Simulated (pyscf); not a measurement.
This saddle point was located with ωB97X-D3(BJ)/def2-SVP in PySCF.

```xyz
6

B     -1.2390    -0.0915     0.1819
F     -0.9739    -0.0419     1.5206
H     -0.5675    -1.0417    -0.4228
H     -2.3490    -0.2069    -0.2728
H     -0.7623     0.9490    -0.4581
H     -0.2417    -0.0080    -0.6221
```

Surface: singlet, charge 0. Lowest wavenumbers (cm⁻¹): 1166i, 823, 954, 1022, 1152.

Q: Which two sides does it connect, and which bonds change?

A: H₂B–F (SMILES BF) + H₂ (SMILES [H][H]) <-> H₂B–F (SMILES BF) + H₂ (SMILES [H][H]), a four-centre exchange read from left to right: B–H, H–H broken and B–H, H–H formed. At ωB97M-D3(BJ)/def2-TZVP it lies +86.5 kJ/mol from the left side and +86.5 kJ/mol from the right (each side as separated species at their lowest minima found). At the saddle there is also a short B–H contact that neither side keeps. This is the saddle that the search found; another between the same sides may lie lower.
